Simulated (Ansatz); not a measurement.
**Hf (Im-3m, No. 229, 1 atom in the cell; start mp-100; high-temperature phase)**

The numbers are results of PBEsol (Ansatz, a program for electronic structure, plane waves, PAW), not measurements.

Run with plane-wave cutoff 500 eV, 28×28×28 k mesh, Fermi–Dirac smearing 0.1 eV, scalar-relativistic PAW data made under PBE.

Cell (relaxed at this level):

Space group Im-3m (No. 229); a = 3.4936 Å, b = 3.4936 Å, c = 3.4936 Å, α = 90.00°, β = 90.00°, γ = 90.00°

| atom | site | symmetry | x | y | z |
|---|---|---|---|---|---|
| Hf | 2a | m-3m | 0.0000 | 0.0000 | 0.0000 |
(The calculation used a cell of 1 atom; values per cell refer to that cell.)

```json
{
 "band_gap": "zero (no gap)"
}
```

Note: the relaxation could not lower the start's symmetry, so the cell can be a saddle point above a distorted one.

Spin–orbit coupling is not included.

Computed values are for the static lattice.

A start named mp-… is a Materials Project structure, which need not be a measured phase.
